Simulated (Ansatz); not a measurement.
System: solid chlorine. Method: LDA in Ansatz (PAW).

Settings: plane-wave cutoff 520 eV, 6×6×4 k mesh (along the axes of the cell as run), Fermi–Dirac smearing 0.01 eV, scalar-relativistic PAW data made under PBE.

Starting structure:

```
Cl
1.0
    3.12000    -2.24000     0.00000
    3.12000     2.24000     0.00000
    0.00000     0.00000     8.26000
Cl
4
Direct
  0.12300   0.87700   0.89700
  0.37700   0.62300   0.39700
  0.62300   0.37700   0.60300
  0.87700   0.12300   0.10300
```

**Question.** Into what structure does the relaxation of cell and atoms lead at this level, with the symmetry of the start kept?

**Answer.** The volume decreases by 22 %; final space group Cmce.
```
Cl
1.0
    3.09373    -1.85694     0.00000
    3.09373     1.85694     0.00000
    0.00000     0.00000     7.79406
Cl
4
Direct
  0.13756   0.86244   0.88652
  0.36244   0.63756   0.38652
  0.63756   0.36244   0.61348
  0.86244   0.13756   0.11348
```

Ansatz is a quantum-chemistry and plane-wave program.
